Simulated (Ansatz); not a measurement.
This Ansatz (an electronic-structure program) input (PBE0/def2-SVP) gives -92.52568 Eh with 28 basis functions.

Ansatz 0.2 input:
```yaml
crystal:
  periodic: [false, false, false]
  atoms:
    - {symbol: C, position_ang: [-0.00000000, -0.00000000, -0.62581248]}
    - {symbol: N, position_ang: [0.00000000, 0.00000000, 0.53641070]}
basis:
  gaussian:
    orbitals: def2-SVP
hamiltonian:
  xc: {name: PBE0}
magnetization: {spin_polarized: true, initial_magnetization: 1}
```

Change:
```diff
- orbitals: def2-SVP
+ orbitals: pcseg-2
```

Q: What does the run give now?

A: -92.63201 Eh (PBE0/pcseg-2, 60 functions), a change of -106.33 mEh.
